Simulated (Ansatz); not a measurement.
Total energies of H₆N₂Si (`N[SiH2]N`).

| atom | x (Å) | y (Å) | z (Å) |
| --- | --- | --- | --- |
| N1 | 1.254 | 0.702 | 0.255 |
| Si2 | 0.110 | -0.431 | -0.325 |
| N3 | -1.433 | 0.000 | 0.274 |
| H4 | 1.164 | 1.686 | 0.064 |
| H5 | 2.211 | 0.431 | 0.406 |
| H6 | 0.668 | -1.744 | 0.115 |
| H7 | -0.095 | -0.495 | -1.802 |
| H8 | -2.264 | -0.221 | -0.248 |
| H9 | -1.614 | 0.073 | 1.262 |

Total charge 0; spin multiplicity 1. Geometry: relaxed with PBE0-D4/def2-TZVP. It is one conformer, not always the lowest. Basis def2-TZVPP, the Gaussian-basis code of Ansatz.

RPA on PBE orbitals: Hartree–Fock energy of these orbitals -401.41468 Eh, correlation -0.93974 Eh (frozen core).

```json
{"functional": "CAM-B3LYP", "energy without D4 (Eh)": "-402.68478", "D4 term (kJ/mol)": "-11.1"}
{"functional": "PBE-QIDH", "energy without D4 (Eh)": "-402.37446", "D4 term (kJ/mol)": "–"}
```

**Question.** Give the same for LDA (SPW92), PBE, revPBE, BLYP, r2SCAN, B97M-V, PBE0, B3LYP, r2SCANh, r2SCAN0, HSE06 (plane-wave form), BHLYP, LC-ωPBE, ωB97X-V, ωB97M-V, B2PLYP. (Best estimate.)

**Answer.** Ansatz gave: 
```json
{"functional": "LDA (SPW92)", "energy without D4 (Eh)": "-400.62329", "D4 term (kJ/mol)": "–"}
{"functional": "PBE", "energy without D4 (Eh)": "-402.42963", "D4 term (kJ/mol)": "-13.3"}
{"functional": "revPBE", "energy without D4 (Eh)": "-402.62340", "D4 term (kJ/mol)": "-44.0"}
{"functional": "BLYP", "energy without D4 (Eh)": "-402.67665", "D4 term (kJ/mol)": "-30.0"}
{"functional": "r2SCAN", "energy without D4 (Eh)": "-402.63425", "D4 term (kJ/mol)": "-3.2"}
{"functional": "B97M-V", "energy without D4 (Eh)": "-402.63108", "D4 term (kJ/mol)": "–"}
{"functional": "PBE0", "energy without D4 (Eh)": "-402.47024", "D4 term (kJ/mol)": "-11.1"}
{"functional": "B3LYP", "energy without D4 (Eh)": "-402.75376", "D4 term (kJ/mol)": "-21.5"}
{"functional": "r2SCANh", "energy without D4 (Eh)": "-402.62735", "D4 term (kJ/mol)": "-3.3"}
{"functional": "r2SCAN0", "energy without D4 (Eh)": "-402.61765", "D4 term (kJ/mol)": "-3.7"}
{"functional": "HSE06 (plane-wave form)", "energy without D4 (Eh)": "-402.45750", "D4 term (kJ/mol)": "-10.2"}
{"functional": "BHLYP", "energy without D4 (Eh)": "-402.66171", "D4 term (kJ/mol)": "-15.6"}
{"functional": "LC-ωPBE", "energy without D4 (Eh)": "-402.57277", "D4 term (kJ/mol)": "–"}
{"functional": "ωB97X-V", "energy without D4 (Eh)": "-402.64308", "D4 term (kJ/mol)": "–"}
{"functional": "ωB97M-V", "energy without D4 (Eh)": "-402.65134", "D4 term (kJ/mol)": "–"}
{"functional": "B2PLYP", "energy without D4 (Eh)": "-402.51572", "D4 term (kJ/mol)": "–"}
```

B3LYP takes the VWN-RPA correlation (the form of Gaussian; ORCA's B3LYP/G). HSE06 is the plane-wave form, built on full-range PBE exchange. The double hybrids freeze the cores in their second-order part.

LC-ωPBE has ω = 0.4 bohr⁻¹.
